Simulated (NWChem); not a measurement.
**SiH3F (SiFH3) at revPBE/6-311+G(d) (sfX2C, COSMO dichloromethane)**

What is the energy difference between two shapes of SiH3F (SiFH3) at revPBE/6-311+G* (sfX2C, COSMO dichloromethane)? 

The calculation is run with NWChem 7.3.0.

2 further runs of the same task are left out: 1 that didn't finish, 1 set aside as unsound or not needed.

### 1 The system as given

SiH3F: 5 atoms, total charge 0, spin state singlet. As SMILES, `[H][Si]([H])([H])F`. The coordinates come from a GFN2-xTB relaxation.

Bond lengths: Si1–F2 1.606 Å, Si1–H3 1.454 Å, Si1–H4 1.454 Å, Si1–H5 1.454 Å. Angles: F2–Si1–H3 105.1°, F2–Si1–H4 105.2°, F2–Si1–H5 105.1°, H3–Si1–H4 113.4°, H3–Si1–H5 113.5°, H4–Si1–H5 113.4°.

### 2 A single-point energy at revPBE/6-311+G(d) (sfX2C, COSMO dichloromethane)

sp.xyz reads:

```xyz
5
FH3Si revPBE
Si    -0.000700     0.001210    -0.093590
F      0.010860    -0.019140     1.511980
H      1.400270     0.011030    -0.482220
H     -0.709280     1.218920    -0.453380
H     -0.701150    -1.212020    -0.482790
```

sp.nw reads:

```
start sp
title "FH3Si revPBE"
memory total 2200 mb
charge 0

geometry noautosym nocenter noautoz
   load sp.xyz
end

basis spherical bse
   Si library 6-311+G*
   F library 6-311+G*
   H library 6-311+G*
end

relativistic
   x2c on
end

cosmo
   solvent dcm
end

dft
   xc revpbe cpbe96
   grid fine
   convergence energy 1e-05
   direct
   mulliken
   print medium
end

task dft energy
```

Started as:

```
$ nwchem sp.nw > sp.out
```

Output:

```text
[...]
          Wavefunction type:  closed shell.
          No. of atoms     :     5
          No. of electrons :    26
[...]
          Charge           :     0
          Spin multiplicity:     1
[...]
          AO basis - number of functions:    61
[...]
              XC Information
              --------------
                        RevPBE Exchange Functional  1.000
            Perdew 1991 LDA Correlation Functional  1.000 local
           PerdewBurkeErnz. Correlation Functional  1.000 non-local
[...]
 d= 0,ls=0.0,diis     1   -391.6768722249 -4.55D+02  1.64D-02  1.75D+01     0.6
[...]
 d= 0,ls=0.0,diis     5   -391.7621752533 -1.88D-07  4.52D-06  1.50D-07     5.1
         Total DFT energy =     -391.762175253325
      One electron energy =     -669.436765977379
           Coulomb energy =      246.821903610565
    Exchange-Corr. energy =      -32.562205069950
 Nuclear repulsion energy =       63.339573605681
             COSMO energy =        0.075318577759
[...]
      Total Density - Mulliken Population Analysis
     ---------------------------------------------
    Atom       Charge   Shell Charges
 -----------   ------   -------------------------------------------------------
    1 Si  14    13.56   0.81  1.16  0.96  1.03  0.87  0.53  1.98  3.88  0.68  1.29  0.04  0.03  0.05  0.24
    2 F    9     9.31   1.09  0.90  1.18  1.08  2.36  0.91  1.79 -0.11  0.11  0.00
    3 H    1     1.04   0.26  0.55  0.23
    4 H    1     1.04   0.26  0.55  0.23
    5 H    1     1.04   0.26  0.55  0.23
[...]
```

It took 5.7 s on 1 thread of Intel Xeon 6975P-C (Granite Rapids), shared host; peak memory 0.11 GiB.

### 3 The distorted shape, same level

fh3si.nw reads:

```
echo
start fh3si
title "FH3Si"
memory 2200 mb
charge 0

geometry units angstroms noautosym nocenter noautoz
Si   -0.005653   -0.007010   -0.067732
F     0.022090   -0.041189    1.488755
H     1.351550    0.110291   -0.410769
H    -0.727115    1.211949   -0.365152
H    -0.715705   -1.225991   -0.506411
end

basis "ao basis" spherical bse
* library 6-311+G*
end

relativistic
x2c on
end

cosmo
solvent dcm
end

dft
xc revpbe cpbe96
grid fine
convergence energy 1e-05
direct
mulliken
noprint "final vectors analysis"
end

task dft energy
```

Started as:

```
$ nwchem fh3si.nw > fh3si.out
```

Output:

```text
[...]
          Wavefunction type:  closed shell.
          No. of atoms     :     5
          No. of electrons :    26
[...]
          Charge           :     0
          Spin multiplicity:     1
[...]
          AO basis - number of functions:    61
[...]
              XC Information
              --------------
                        RevPBE Exchange Functional  1.000
            Perdew 1991 LDA Correlation Functional  1.000 local
           PerdewBurkeErnz. Correlation Functional  1.000 non-local
[...]
 d= 0,ls=0.0,diis     1   -391.6723228899 -4.57D+02  1.53D-02  1.75D+01     0.6
[...]
 d= 0,ls=0.0,diis     5   -391.7537743744 -1.46D-07  4.65D-06  2.11D-07     4.9
         Total DFT energy =     -391.753774374442
      One electron energy =     -672.508688524114
           Coulomb energy =      248.372037386666
    Exchange-Corr. energy =      -32.592701838957
 Nuclear repulsion energy =       64.908062819556
             COSMO energy =        0.067515782406
[...]
      Total Density - Mulliken Population Analysis
     ---------------------------------------------
    Atom       Charge   Shell Charges
 -----------   ------   -------------------------------------------------------
    1 Si  14    13.57   0.81  1.16  0.96  1.03  0.87  0.52  1.98  3.88  0.69  1.28  0.04  0.03  0.05  0.26
    2 F    9     9.28   1.09  0.90  1.18  1.08  2.38  0.90  1.76 -0.12  0.10  0.00
    3 H    1     1.04   0.27  0.55  0.23
    4 H    1     1.06   0.26  0.55  0.24
    5 H    1     1.05   0.26  0.55  0.24
[...]
```

It took 5.7 s on 1 thread of Intel Xeon 6975P-C (Granite Rapids), shared host; peak memory 0.11 GiB.

### 4 Summary of results

Level: revPBE/6-311+G* (sfX2C, COSMO dichloromethane).

```
                                   quantity          value
                  first shape: total energy  -391.76218 Eh
                 first shape: dipole moment         2.11 D
                   first shape: HOMO energy       -8.37 eV
                   first shape: LUMO energy       -1.09 eV
                 first shape: HOMO–LUMO gap        7.28 eV
    first shape: solvent term in the energy    -8.0 kJ/mol
              distorted shape: total energy  -391.75377 Eh
             distorted shape: dipole moment         1.89 D
               distorted shape: HOMO energy       -8.24 eV
               distorted shape: LUMO energy       -1.02 eV
             distorted shape: HOMO–LUMO gap        7.21 eV
distorted shape: solvent term in the energy    -6.8 kJ/mol
     energy change with the atoms displaced       0.229 eV
```

With the atoms displaced the energy rises by 0.23 eV (22.1 kJ/mol). The first shape isn't relaxed at this level, so the change isn't measured from a minimum.
